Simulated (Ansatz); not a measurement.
Zn (model structure, started from the diamond type, Fd-3m, No. 227, 2 atoms in the cell): lattice constant a by level of theory

No measured value is used here.

| level (code) | value (Å) |
|---|---|
| PBE (Ansatz) | 5.825 |
| PBEsol (Ansatz) | 5.657 |
| PBE-D3(BJ) (Ansatz) | 5.700 |
| r²SCAN (Ansatz) | … |

Problem. Complete the blanks.

Solution. 
- r²SCAN (Ansatz, a program for electronic structure), value (Å): 5.690

Ansatz's density-functional and Hartree–Fock values are scalar-relativistic unless marked +SOC, with PAW data made under PBE.

A model structure was made by putting elements into a prototype or built by hand; it is no filed structure, need not be a known phase, and can be a saddle point held by its symmetry.
